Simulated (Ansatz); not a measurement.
## C–C–SiH, doublet: the ladder up to UCCSDT(Q)

Geometry: a point of a stretch scan, not a stationary point.

| atom | x (Å) | y (Å) | z (Å) |
| --- | --- | --- | --- |
| C | 0.0000 | -0.0137 | 1.7490 |
| C | 0.0000 | 0.1106 | 0.4780 |
| Si | 0.0000 | -0.0819 | -0.8885 |
| H | 0.0000 | 1.1291 | -1.7778 |

Basis cc-pVDZ; Ansatz 0.2.0. Only valence electrons are correlated (noble-gas cores frozen), which leaves 13 electrons in 44 orbitals. Prefix R: restricted or restricted open-shell reference; prefix U: unrestricted. Active spaces: frontier = (9e, 9o) about the gap; pair = (3e, 3o) about the gap.

Full CI isn't at hand for all of this; UCCSDT(Q) serves as the reference, and is uncertain by about the last step of the cluster series. The frozen core follows each run's orbitals, which can shift R against U totals by a few meV.

For open shells CISD is restricted-active-space CI with the open shells as a complete middle space.

* UHF ⟨S²⟩: 0.836
* T1 diagnostic (RCCSD): 0.0307
* largest doubles amplitude (RCCSD): 0.067
* T1 diagnostic (UCCSD): 0.0298

```
                level  E − E(UCCSDT(Q)) (kJ/mol)  share of correlation (%)  wall time
                  RHF                      909.2                      0.00          –
                  UHF                      893.0                      1.78          –
                 RMP2                      124.4                     86.32          –
                 UMP2                      136.3                     85.01          –
                 CISD                      140.6                     84.53      3.8 s
                RCCSD                       53.1                     94.17          –
                UCCSD                       51.5                     94.34          –
             RCCSD(T)                        7.6                     99.17        8 s
             UCCSD(T)                        8.4                     99.07       14 s
              BCCD(T)                        7.3                     99.20      4.2 s
               RCCSDT                        4.2                     99.54          –
               UCCSDT                        3.9                     99.57          –
            RCCSDT(Q)                        0.6                     99.93       64 s
  CASSCF (pair space)                      849.8                      6.54          –
  NEVPT2 (pair space)                      126.5                     86.08      1.8 s
  MRCISD (pair space)                      126.4                     86.10          –
MRCISD+Q (pair space)                       33.3                     96.34      2.2 s
```

The correlation energy at UCCSDT(Q), counted from RHF, is -9.424 eV. That run took 66 s on 1 thread of Arm Neoverse V2, shared host.

Run but not shown, since their state or frozen core can't be matched to the reference's or they repeat it: CASSCF (frontier space), NEVPT2 (frontier space).

Times hold each run's SCF and search for its determinant on a shared host, so for small cases they say little of a method's own cost; they ran on 1 thread of Arm Neoverse V2.
